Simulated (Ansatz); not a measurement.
Start from `CC(O)NC=O` and change one atom or group to get `CNC(C)O`.

Ansatz, PBE0-D4/def2-TZVP geometries, multiplicity 1. Each molecule was computed in one conformer, which needn't be the lowest.

| property | `CC(O)NC=O` |
| --- | --- |
| LUMO energy (PBE0/def2-TZVPP) / eV | 0.48 |
| LUMO energy (ωB97M-V/def2-TZVPP) / eV | 2.19 |
| LUMO energy (PBE/def2-TZVPP) / eV | -0.64 |
| HOMO–LUMO gap (B3LYP/def2-TZVPP) / eV | 7.44 |
| HOMO–LUMO gap (PBE0/def2-TZVPP) / eV | 7.99 |
| LUMO energy (B3LYP/def2-TZVPP) / eV | 0.17 |

Problem. Give the same properties after the change, and the shifts. (Best estimate.)

Solution. Computed: 
```json
{"property": "LUMO energy (PBE0/def2-TZVPP) / eV", "`CNC(C)O`": "1.20", "shift": "0.72"}
{"property": "LUMO energy (ωB97M-V/def2-TZVPP) / eV", "`CNC(C)O`": "2.61", "shift": "0.42"}
{"property": "LUMO energy (PBE/def2-TZVPP) / eV", "`CNC(C)O`": "0.38", "shift": "1.02"}
{"property": "HOMO–LUMO gap (B3LYP/def2-TZVPP) / eV", "`CNC(C)O`": "7.38", "shift": "-0.06"}
{"property": "HOMO–LUMO gap (PBE0/def2-TZVPP) / eV", "`CNC(C)O`": "7.94", "shift": "-0.05"}
{"property": "LUMO energy (B3LYP/def2-TZVPP) / eV", "`CNC(C)O`": "0.84", "shift": "0.67"}
```

With PBE0 the HOMO rises by 0.78 eV and the LUMO rises by 0.72 eV, so the gap narrows by about 0.06 eV. PBE moves the HOMO by 0.56 eV and ωB97M-V by 0.83 eV.

B3LYP here is the variant with VWN-RPA as its local correlation; programs differ in this.
